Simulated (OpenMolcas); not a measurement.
# [AlH3]− (SMILES [AlH3-]) at 6 levels

We compute a comparison of 6 runs (UHF/3-21G, UB3LYP/3-21G, UPBE/3-21G, USVWN5/3-21G, ROMP2/3-21G, ROCCSD(T)/3-21G) of [AlH3]−. 

Program for the calculation: OpenMolcas 26.06.

1 further run of the same task is left out (set aside as unsound or not needed).

## Step 1: The system as given

[AlH3]− has 4 atoms, charge -1, and is taken as a doublet. As SMILES, `[AlH3-]`. The shape comes from GFN2-xTB, which is rough for such elements, and wasn't checked as a minimum.

Bond lengths: Al1–H2 1.684 Å, Al1–H3 1.685 Å, Al1–H4 1.685 Å. Angles: H2–Al1–H3 101.1°, H2–Al1–H4 101.1°, H3–Al1–H4 101.1°.

## Step 2: A single-point energy at UHF/3-21G (run 1)

mol.xyz reads:

```xyz
4

Al    -0.161060     0.455350    -0.307260
H      0.471920     0.754070     1.224440
H     -1.350110    -0.683860     0.050500
H      1.039250    -0.525560    -0.967690
```

calc.input reads:

```
* AlH3 Hartree-Fock
&GATEWAY
BASLIB
$CurrDir
COORD
mol.xyz
BASIS
3-21G
GROUP
NoSym
&SEWARD
&SCF
UHF
CHARGE
-1
SPIN
2
THRESHOLDS
1e-10 1e-07 1e-07 1e-05
PRORBITALS
1 1
```

The basis set 3-21G is read from a file made from the Basis Set Exchange's data (not shown).

The run is started by

```
$ export MOLCAS_MEM=1860
$ pymolcas calc.input > calc.log
```

The log of the run:

```text
--- Start Module: gateway ---
[...]
--- Stop Module: gateway /rc=_RC_ALL_IS_WELL_ ---
--- Start Module: seward ---
[...]
      Basis functions           19
--- Stop Module: seward /rc=_RC_ALL_IS_WELL_ ---
--- Start Module: scf ---
[...]
       Convergence after  15 Iterations
[...]
::    Total SCF energy                               -242.2670372847
[...]
      Total spin, S                                     0.5013198228
[...]
      Total electronic charge=   17.000000
      Total            charge=   -1.000000
[...]
      Dipole Moment (debye):
      Origin of the operator (angstrom)=   -0.1394    0.3942   -0.2660
                   X= -6.0812E-01               Y=  1.7226E+00               Z= -1.1603E+00           Total=  2.1641E+00
      Center of Charge (angstrom)
[...]
--- Stop Module: scf /rc=_RC_ALL_IS_WELL_ ---
[...]
```

It took 2.6 s on 1 thread of Arm Neoverse N1, shared host; peak memory 0.37 GiB.

## Step 3: The energy at UB3LYP/3-21G (run 2)

mol.xyz is that of step 2.

calc.inp reads:

```
>>> EXPORT MOLCAS_PRINT=2

&GATEWAY
  BASLIB
  $CurrDir
  COORD
  mol.xyz
  BASIS
  3-21G
  GROUP
  NoSym

&SEWARD
  GRIDINPUT
  Grid=UltraFine
  End of Grid

&SCF
  UHF
  CHARGE
  -1
  SPIN
  2
  KSDFT
  B3LYP
  THRESHOLDS
  1e-10 1e-07 1e-07 1e-05
  PRORBITALS
  1 1
```

The basis set 3-21G is read from a file made from the Basis Set Exchange's data (not shown).

The run is started by

```
$ export MOLCAS_MEM=1860
$ pymolcas calc.inp > calc.log
```

The log of the run:

```text
--- Start Module: gateway ---
[...]
--- Stop Module: gateway /rc=_RC_ALL_IS_WELL_ ---
--- Start Module: seward ---
[...]
      Basis functions           19
--- Stop Module: seward /rc=_RC_ALL_IS_WELL_ ---
--- Start Module: scf ---
[...]
       Convergence after  14 Iterations
[...]
::    Total KS-DFT energy                            -242.8637357111
[...]
      Total spin, S                                     0.5001944514
[...]
      Total electronic charge=   17.000000
      Total            charge=   -1.000000
[...]
      Dipole Moment (debye):
      Origin of the operator (angstrom)=   -0.1394    0.3942   -0.2660
                   X= -4.1655E-01               Y=  1.1810E+00               Z= -7.9484E-01           Total=  1.4833E+00
      Center of Charge (angstrom)
[...]
--- Stop Module: scf /rc=_RC_ALL_IS_WELL_ ---
[...]
```

It took 9.6 s on 1 thread of Arm Neoverse N1, shared host; peak memory 0.37 GiB.

Runs 3 to 4 aren't shown in full; the table further down has their settings and results.

## Step 4: The energy at ROMP2/3-21G (run 5)

mol.xyz is that of step 3.

calc.inp reads:

```
* AlH3 ROMP2
>>> EXPORT MOLCAS_PRINT=2

&GATEWAY
  BASLIB = $CurrDir
  COORD = mol.xyz
  BASIS = 3-21G
  GROUP = NoSym

&SEWARD

&SCF
  UHF
  CHARGE = -1
  SPIN = 2
  THRESHOLDS = 1e-10 1e-07 1e-07 1e-05
  PRORBITALS = 1 1

&RASSCF
  FILEORB = $Project.UnaOrb
  SPIN = 2
  NACTEL = 1 0 0
  INACTIVE = 8
  RAS2 = 1
  OUTORBITALS = Canonical
  ORBLISTING = Nothing

&CASPT2
  IPEA = 0.0
  FROZEN = 5
```

The basis set 3-21G is read from a file made from the Basis Set Exchange's data (not shown).

The run is started by

```
$ export MOLCAS_MEM=1860
$ pymolcas calc.inp > calc.log
```

The log of the run:

```text
--- Start Module: gateway ---
[...]
--- Stop Module: gateway /rc=_RC_ALL_IS_WELL_ ---
[...]
      Basis functions           19
[...]
       Convergence after  15 Iterations
[...]
::    Total SCF energy                               -242.2670372847
[...]
      Total spin, S                                     0.5013198228
[...]
--- Start Module: rasscf ---
[...]
      Number of active orbitals                  1
[...]
      Spin quantum number                      0.5
[...]
      Active orbitals                            1
[...]
      Number of CSFs                             1
[...]
      Number of root(s) required                 1
[...]
      Convergence after  7 iterations
[...]
      printout of CI-coefficients larger than  0.05 for root  1
      energy=    -242.266651
      conf/sym  1     Coeff  Weight
             1  u   1.00000 1.00000
      Natural orbitals and occupation numbers for root  1
      sym 1:   1.000000
      ************************************************************************************************************************
      *                                                    Final results                                                     *
[...]
::    RASSCF root number  1 Total energy:   -242.26665137
[...]
      Total electronic charge=   17.000000
      Total            charge=   -1.000000
[...]
      Dipole Moment (debye):
      Origin of the operator (angstrom)=   -0.1394    0.3942   -0.2660
                   X= -6.0068E-01               Y=  1.7016E+00               Z= -1.1461E+00           Total=  2.1377E+00
      Center of Charge (angstrom)
[...]
--- Stop Module: rasscf /rc=_RC_ALL_IS_WELL_ ---
--- Start Module: caspt2 ---
[...]
 ###    WARNING: User changed nr of frozen orbitals.                         ###
 ###############################################################################
[...]
      E2 (Variational):          -0.0450612637
      Total energy:            -242.3117126355
[...]
      Reference weight:           0.97344
[...]
::    CASPT2 Root  1     Total energy:   -242.31171264
[...]
--- Stop Module: caspt2 /rc=_RC_ALL_IS_WELL_ ---
[...]
```

Run time: 3.9 s. Hardware: 1 thread of Arm Neoverse N1, shared host; peak memory 0.37 GiB.

## Step 5: A single-point energy at ROCCSD(T)/3-21G (run 6)

mol.xyz is that of step 4.

calc.inp reads:

```
* AlH3 CCSD(T)

&gateway
  baslib=$CurrDir
  coord=mol.xyz
  basis=3-21G
  group=NoSym

&seward

&scf
  uhf
  charge=-1
  spin=2
  thresholds=1e-10 1e-07 1e-07 1e-05
  prorbitals=1 1

&rasscf
  fileorb=$Project.UnaOrb
  spin=2
  nactel=1 0 0
  inactive=8
  ras2=1
  outorbitals=Canonical
  orblisting=Nothing

&motra
  jobiph
  frozen=5

&ccsdt
  cct
  triples=3
  iterations=80
  accuracy=1e-08
  extrapolation=5 4
```

The basis set 3-21G is read from a file made from the Basis Set Exchange's data (not shown).

The run is started by

```
$ export MOLCAS_MEM=1860
$ pymolcas calc.inp > calc.log
```

The log of the run:

```text
--- Start Module: gateway ---
[...]
--- Stop Module: gateway /rc=_RC_ALL_IS_WELL_ ---
[...]
      Basis functions           19
[...]
       Convergence after  15 Iterations
[...]
::    Total SCF energy                               -242.2670372847
[...]
      Total spin, S                                     0.5013198228
[...]
      Number of active orbitals                  1
[...]
      Spin quantum number                      0.5
[...]
      Active orbitals                            1
[...]
      Number of CSFs                             1
[...]
      Number of root(s) required                 1
[...]
      Convergence after  7 iterations
[...]
      printout of CI-coefficients larger than  0.05 for root  1
      energy=    -242.266651
      conf/sym  1     Coeff  Weight
             1  u   1.00000 1.00000
      Natural orbitals and occupation numbers for root  1
      sym 1:   1.000000
      ************************************************************************************************************************
      *                                                    Final results                                                     *
[...]
::    RASSCF root number  1 Total energy:   -242.26665137
[...]
      Total electronic charge=   17.000000
      Total            charge=   -1.000000
[...]
      Dipole Moment (debye):
      Origin of the operator (angstrom)=   -0.1394    0.3942   -0.2660
                   X= -6.0068E-01               Y=  1.7016E+00               Z= -1.1461E+00           Total=  2.1377E+00
      Center of Charge (angstrom)
[...]
--- Start Module: motra ---
[...]
      *** WARNING: Default frozen orbitals is overwritten by user input.
      *** Default values:   2
[...]
--- Stop Module: motra /rc=_RC_ALL_IS_WELL_ ---
--- Start Module: ccsdt ---
[...]
      Convergence after                    14  Iterations
      Total energy (diff) :    -242.33000330      -0.00000001
[...]
 METHOD                       : CCSD+T(CCSD)+<T3(1)WT1>+<T3(1)UT2> = CCSD(T)
[...]
       CCSD     =      -242.3300032991768
[...]
--- Stop Module: ccsdt /rc=_RC_ALL_IS_WELL_ ---
[...]
```

It took 3.9 s on 1 thread of Arm Neoverse N1, shared host; peak memory 0.37 GiB.

## Step 6: The series

```csv
run,level,integration grid,frozen core orbitals,energy (Eh),HOMO energy (eV),LUMO energy (eV),⟨S²⟩,wall time
1,UHF/3-21G,–,–,-242.267037,-1.63,6.58,0.753,2.6 s
2,UB3LYP/3-21G,UltraFine,–,-242.863736,0.85,3.29,0.750,9.6 s
3,UPBE/3-21G,UltraFine,–,-242.686609,1.46,2.85,0.751,8.7 s
4,USVWN5/3-21G,UltraFine,–,-241.744948,1.52,2.56,0.751,6.6 s
5,ROMP2/3-21G,–,5,-242.311713,–,–,–,3.9 s
6,ROCCSD(T)/3-21G,–,5,-242.330817,–,–,–,3.9 s
```

## Step 7: Outcome

| quantity | value |
| --- | --- |
| run 6: total energy | -242.33082 Eh |
| run 6: (T) correction | -0.81 mEh |

**Reading.** Totals of different functionals can't be ranked against each other. In runs 2, 3, 4 the HOMO lies above zero, so the outermost electron may be held by the basis alone. All runs together took 35 s, the longest 9.6 s.
